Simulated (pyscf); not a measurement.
**Elimination: H₃Ge–GeH₃ (SMILES [GeH3][GeH3]) → H₂Ge=GeH₂ (SMILES [GeH2]=[GeH2]) + H₂ (SMILES [H][H])**

Gas phase, singlet surface, charge 0. Bonds broken: Ge1–H3, Ge2–H6. Bonds formed: H3–H6. Structures and frequencies: ωB97X-D3(BJ)/def2-SVP in PySCF.

Transition state (Å):

```xyz
8

Ge    -1.2229    -0.9471     0.2013
Ge    -0.4354     1.2031    -0.4034
H     -0.0145    -0.9664    -1.3785
H     -2.2889    -1.3744    -0.8286
H     -1.7647    -1.4220     1.5879
H     -0.1849    -0.1582    -1.8319
H      1.1063     1.1812    -0.3541
H     -0.8549     2.5862     0.1909
```

One imaginary mode, 745i cm⁻¹; descent along it reached the two sides named.

| bond | change | reactant side (Å) | saddle | product side |
|---|---|---|---|---|
| Ge1–H3 | breaks | 1.537 | 1.989 | 3.6 |
| Ge2–H6 | breaks | 1.537 | 1.989 | 3.6 |
| H3–H6 | forms | 3.8 | 0.942 | 0.760 |

Electronic energies relative to the reactant's lowest minimum found (eV):

```tsv
level	barrier	reaction energy	reverse barrier
ωB97X-D3(BJ)/def2-TZVP	3.37	+2.05	1.32
PBE/def2-TZVP	2.72	+1.66	1.07
r²SCAN/def2-TZVP	3.01	+1.81	1.20
B3LYP-D3(BJ)/def2-TZVP	2.98	+1.74	1.24
PBE0-D3(BJ)/def2-TZVP	3.05	+1.91	1.15
M06-2X/def2-TZVP	3.16	+1.84	1.32
ωB97M-D3(BJ)/def2-TZVP	3.26	+1.96	1.29
HF/def2-TZVP	4.08	+2.18	1.91
```

With ωB97M-D3(BJ)/def2-TZVP energies and thermal terms (ideal gas, 1 atm, RRHO with modes under 100 cm⁻¹ raised to 100, one conformer, R ln 2 for chiral ones without a mode under 150 cm⁻¹), in eV:

| T (K) | ΔH‡ | ΔG‡ | ΔH | ΔG |
|---|---|---|---|---|
| 298 | 3.14 | 3.13 | +1.84 | +1.45 |
| 600 | 3.13 | 3.12 | +1.87 | +1.05 |
| 900 | 3.12 | 3.11 | +1.86 | +0.64 |
| 1200 | 3.10 | 3.12 | +1.84 | +0.24 |

The same reactants have a lower exit, to GeH₄ + GeH₂ [singlet] (highest point, the separated products, at +1.92 eV at ωB97M-D3(BJ)/def2-TZVP, against +3.26 eV here). H₂Ge=GeH₂ may be a fragile minimum: a first optimisation, from another start, lost the drawn bonds. This is the saddle that the search found; another between the same sides may lie lower. Elements up to Kr have no core potential and no relativistic terms here.
